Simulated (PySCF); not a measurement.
## Electronic absorption of BClH3P

Species: BClH3P.
Geometry (PBE0-D3(BJ)/def2-SVP, Å), atoms numbered from 1 in this order:
```xyz
6
BClH3P angstrom
P     -0.485   -0.328   -1.032
B      1.299    0.082   -0.564
Cl     2.496   -1.176   -0.349
H     -0.725   -1.462   -0.210
H     -1.155    0.653   -0.251
H      1.679    1.225   -0.539
```

Level of theory: PySCF 2.14.0, density-fitted response routines, TDDFT PBE0/def2-SVPD, vertical, gas phase, core orbitals frozen in the response.

```tsv
state	E (eV)	λ (nm)	ν̃ (cm⁻¹)	f	main configurations (H = HOMO, L = LUMO)
S1	4.65	266.9	37470	0.049	H→L (82%), H-1→L (16%)
S2	5.65	219.6	45530	0.108	H-1→L (82%), H→L (15%)
S3	6.58	188.4	53070	0.020	H→L+1 (77%), H→L+2 (20%)
S4	6.84	181.4	55130	0.044	H→L+2 (78%), H→L+1 (19%)
S5	7.17	173.0	57800	0.039	H-2→L (65%), H-4→L (25%)
S6	7.28	170.3	58730	0.011	H-3→L (88%)
```

The lowest singlet lies at 4.65 eV (267 nm, ultraviolet) and is of moderate strength; its leading configuration is HOMO→LUMO (82%). The most intense listed level is S2 at 5.65 eV (220 nm, f = 0.108), 1.00 eV above S1. Löwdin shares by element: HOMO phosphorus 56%, boron 16%, chlorine 14%, hydrogen 5% or more; LUMO boron 49%, phosphorus 19%, chlorine 18%, hydrogen 7% or more. The oscillator strengths of these states sum to 0.272; summed over the whole spectrum of an exact calculation they would give the number of electrons, 40 (Thomas–Reiche–Kuhn). The listed states span 2.64 eV, and the widest gap between neighbours is 1.00 eV (S1 to S2). Weighted by f, the mean energy of these states is 6.01 eV. Only the lowest 6 singlets were computed, as vertical energies without vibronic structure.

Time: 7.3 s of wall time; peak memory 0.42 GiB. Hardware: one thread of an AMD EPYC, shared host.

One conformer stands for the species.
